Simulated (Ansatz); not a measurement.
Body-centred tetragonal In was calculated with BLYP (plane waves, PAW; Ansatz, an electronic-structure program).

Run with plane-wave cutoff 520 eV, 24×24×24 k mesh, Fermi–Dirac smearing 0.05 eV, scalar-relativistic PAW data made under PBE.

Cell (relaxed at this level):

Space group I4/mmm (No. 139); a = 3.463 Å, b = 3.463 Å, c = 5.172 Å, α = 90.00°, β = 90.00°, γ = 90.00°

| atom | site | symmetry | x | y | z |
|---|---|---|---|---|---|
| In | 2a | 4/mmm | 0.0000 | 0.0000 | 0.0000 |
(The calculation used a cell of 1 atom; values per cell refer to that cell.)

Question: Estimate the bulk modulus B0 and pressure derivative B′ of the bulk modulus that the calculation returns.

Answer: 
- bulk modulus B0: 23.2 GPa
- pressure derivative B′ of the bulk modulus: 5.2

The run finds no gap.

Measured, for comparison: bulk modulus 44.7 GPa (copied from a table, unchecked, extrapolated to 0 K and zero-point effects removed; as tabulated in Lejaeghere et al. (2013), arXiv:1204.2733). Computed (rounded) less measured: bulk modulus not scored (unchecked).

Note: the cell is over a tenth larger than the published one: the level's own overestimate first of all, though another phase or state, or a fault of the published cell, is possible; the bulk modulus comes from volumes at which shape and atoms were relaxed.

Spin–orbit coupling is not included.

Static lattice: no zero-point or thermal effects.

It cost very roughly 11 core-minutes of CPU time.
